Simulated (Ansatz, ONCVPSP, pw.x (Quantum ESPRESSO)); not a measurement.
# From atom to crystal: ONCV potential for zinc (Zn)

- Element: Zn (Z = 30)
- Generator: ONCVPSP 4.0.1.1 (patched build)
- Type: optimised norm-conserving Vanderbilt (ONCV)
- Functional: PBEsol
- Relativity: scalar-relativistic
- Frozen core: [Ar] 3d10
- Valence charge: 2
- Reference configuration: 4s1.75 4p0.25
- Partial waves: 4s: rc 1.90 bohr, ncon 3, nbas 6, qcut 2.7 1/bohr, 2 projectors, debl 1 Ha; 4p: rc 3.00 bohr, ncon 4, nbas 9, qcut 2.5 1/bohr, 2 projectors, debl 0.4 Ha; d scattering state at 0.38 Ha: rc 2.95 bohr, ncon 4, nbas 8, qcut 3.4 1/bohr, 2 projectors, debl 0.4 Ha
- Local potential: polynomial inside 1.60 bohr (lpopt 3, dvloc0 0 Ha)
- Core correction: polynomial model core, fcfact 0.7

Atomic tests: cutoffs needed: 16 Ha and 26 Ha (the cutoffs (Ha) at which the residual kinetic energy of the hardest occupied pseudo-wave falls to 1 and 0.1 mHa per electron); ghost test: no bound ghost flagged; GHOST(+) flagged for s at 106.7 eV, d at 392.5 eV; largest excitation error: -210 meV (all-electron minus pseudo) for 4s0 4p1, out of 4 test configurations.

Crystal test: bcc Zn in pw.x 7.5, no spin, 15³ k-points, Fermi–Dirac smearing 0.01 Ry, cutoffs 65/260 Ry. The reference is all-electron LAPW (Ansatz 0.2.0) with the same functional, mesh and smearing; V0 and B0 come from Birch–Murnaghan fits to the pressures at five volumes. Errors are pseudo minus all-electron; Δ is the rms difference of the E(V) curves that follow from these fits, minima aligned, over ±6 % about the mean V0. Mesh and smearing are coarse, so the numbers serve the comparison and aren't converged zero-temperature values; the lattice is a test structure that the element need not adopt.

```tsv
V (Å³/atom)	P all-electron (GPa)	P pseudo (GPa)
13.448	6.17	-1.05
13.802	3.40	-2.84
14.156	1.02	-4.37
14.510	-1.02	-5.66
14.864	-2.76	-6.76
```

All-electron: a0 = 3.060 Å (V0 = 14.33 Å³/atom), B0 = 82.5 GPa.

Pseudopotential: mean pressure error (GPa): -5.50. The pressure does not cross zero within the volumes sampled, so no fit is given. The largest radius (3.00 bohr) exceeds half the bond length (2.49 bohr), so the spheres overlap, which is one possible source of error among others. This is a poor potential for the solid.

At the middle volume, how do free energy and pressure move when the wave cutoff is lowered (ecutrho kept at four times it)?

```json
{"cutoff (Ry)": "29", "shift of F (meV/atom)": "+79.8", "shift of P (GPa)": "+0.88"}
{"cutoff (Ry)": "39", "shift of F (meV/atom)": "+51.0", "shift of P (GPa)": "-0.09"}
{"cutoff (Ry)": "52", "shift of F (meV/atom)": "+12.1", "shift of P (GPa)": "+0.61"}
```

The run at the middle volume (120 k-points, 5 iterations) took about 14 s on one core of a shared host (Neoverse-N1, 64 threads, 124 GiB, load 60).
